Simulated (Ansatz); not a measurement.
System: cubic perovskite KTaO3. Method: HSE06 in Ansatz (PAW).

Settings: plane-wave cutoff 520 eV, 6×6×6 k mesh, scalar-relativistic PAW data made under PBE.

Computed at the level's own relaxed cell.

Hill averages of the elastic tensor: K = 211.9 GPa, G = 136.8 GPa. Volume 12.668 Å³/atom, mean atomic mass 53.609 u.

Work out the density, the sound velocities of a polycrystal and the elastic Debye temperature at this level.

ρ = 1.66054 × 53.609/12.668 = 7.027 g/cm³. v_l = √[(K + 4G/3)/ρ] = 7.491 km/s and v_t = √(G/ρ) = 4.412 km/s. The mean follows from 3/v_m³ = 1/v_l³ + 2/v_t³: v_m = 4.889 km/s. Θ_D = (ħ/k_B) v_m (6π²/V)^(1/3) = 76.38 K Å s/km × 4.889 × 1.6720 Å⁻¹ = 624 K, counting all atoms of the cell.

Note: the relaxation could not lower the start's symmetry, so the cell can be a saddle point above a distorted one.

Ansatz is a first-principles code.
